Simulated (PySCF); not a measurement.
Potential energy of BP⁺ along the bond

Set-up: PySCF, no relativity, basis sets B def2-TZVPPD, P def2-TZVPPD. Energies in eV from B⁺ + P in their ground configurations at the same level. State: ⁴Σ⁻ (quartet), unpaired electrons σ ↑, π ↑↑.

All columns are PBE0. A positive dipole points towards P; it is taken about the centre of mass and depends on that origin.

```
R (Å)  E (eV)  μ (D)  Mulliken charge on B (basis-dependent)  HOMO (eV)  LUMO (eV)  Mayer bond order  ⟨S²⟩
1.594  -2.086  -0.98                                    0.61     -15.28     -12.25              1.62  3.75
1.669  -2.608  -1.15                                    0.62     -15.29     -11.98              1.60  3.75
1.743  -2.890  -1.32                                    0.63     -15.29     -11.74              1.57  3.75
1.798  -2.985  -1.46                                    0.62     -15.29     -11.56              1.55  3.75
1.854  -3.007  -1.59                                    0.61     -15.28     -11.39              1.52  3.75
1.910  -2.976  -1.72                                    0.60     -15.26     -11.24              1.48  3.75
1.984  -2.876  -1.89                                    0.59     -15.22     -11.04              1.42  3.76
2.076  -2.698  -2.10                                    0.58     -14.98     -10.82              1.32  3.76
2.188  -2.458  -2.34                                    0.58     -14.73     -10.64              1.18  3.76
2.336  -2.150  -2.69                                    0.60     -14.44     -10.69              0.98  3.77
```

A fit through these points gives, at Re = 1.846 Å, μ = -1.57 D and dμ/dR = -2.39 D/Å; the reduced mass is 8.122 u.

How strong is the fundamental in the double-harmonic approximation, I = 42.26·(dμ/dR)²/μred km/mol?

I = 42.26·(-2.39)²/8.122 = 29.7 km/mol at PBE0.

For an ion De counts to the pair picked by the measured ionisation energies or electron affinities, which need not be the lowest pair at this level. The state was picked by a PBE0 search and need not be the measured ground state.
